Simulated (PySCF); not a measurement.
Molecule (SMILES): FCl (F-Cl).
Geometry (B3LYP-D3(BJ)/def2-TZVP, fixed):
```xyz
2

F      0.0000     0.0000    -1.0729
Cl     0.0000     0.0000     0.5680
```
Charge 0, spin multiplicity 1.

Basis-set convergence of the mean static polarisability at PBE with PySCF. All functions are spherical. Density fitting with generated auxiliary sets. No added dispersion term, no relativity. Reference: the value in aug-cc-pV(5+d)Z, 19.27 bohr³, itself unsure by roughly 0.5 % (its mean distance from aug-pcseg-3, aug-cc-pV(Q+d)Z, aug-pcseg-2). Deviations are taken from unrounded values. Cost is core time over that of Sadlej pVTZ, rough, on shared machines of one kind; a dash marks a row that isn't timed (too short, read off another run, short of memory, by another algorithm or on other hardware).

```json
[
 {"basis": "STO-3G", "functions": "14", "mean static polarisability (bohr³)": "3.54", "minus reference (%)": "-81.6", "cost": "-"},
 {"basis": "pcseg-0", "functions": "22", "mean static polarisability (bohr³)": "7.14", "minus reference (%)": "-63.0", "cost": "-"},
 {"basis": "6-31G**", "functions": "32", "mean static polarisability (bohr³)": "10.24", "minus reference (%)": "-46.8", "cost": "-"},
 {"basis": "def2-SVP", "functions": "32", "mean static polarisability (bohr³)": "9.78", "minus reference (%)": "-49.2", "cost": "-"},
 {"basis": "6-311G**", "functions": "44", "mean static polarisability (bohr³)": "9.36", "minus reference (%)": "-51.4", "cost": "-"},
 {"basis": "aug-cc-pV(D+d)Z", "functions": "55", "mean static polarisability (bohr³)": "17.58", "minus reference (%)": "-8.7", "cost": "0.9×"},
 {"basis": "Sadlej pVTZ", "functions": "56", "mean static polarisability (bohr³)": "19.15", "minus reference (%)": "-0.6", "cost": "1×"},
 {"basis": "pcseg-2", "functions": "64", "mean static polarisability (bohr³)": "11.63", "minus reference (%)": "-39.6", "cost": "0.9×"},
 {"basis": "cc-pV(T+d)Z", "functions": "69", "mean static polarisability (bohr³)": "13.08", "minus reference (%)": "-32.1", "cost": "1×"},
 {"basis": "jun-cc-pV(T+d)Z", "functions": "87", "mean static polarisability (bohr³)": "18.76", "minus reference (%)": "-2.7", "cost": "1×"},
 {"basis": "def2-TZVPPD", "functions": "91", "mean static polarisability (bohr³)": "19.12", "minus reference (%)": "-0.8", "cost": "1×"},
 {"basis": "def2-QZVPPD", "functions": "145", "mean static polarisability (bohr³)": "19.25", "minus reference (%)": "-0.1", "cost": "4×"},
 {"basis": "aug-cc-pV(5+d)Z", "functions": "263", "mean static polarisability (bohr³)": "19.27", "minus reference (%)": "0.0", "cost": "20×"}
]
```

The smallest set listed that lies within 5 % of the reference with all its larger relatives (same family, alike in diffuse functions; a set with none counts only in the reference's own line) is jun-cc-pV(T+d)Z (87 functions, 1× in cost, -2.7 % off). Inside, with no larger relative to test it: Sadlej pVTZ. (Relatives not listed, tested too: aug-cc-pV(T+d)Z -2.6, aug-cc-pV(Q+d)Z -0.5 %.)
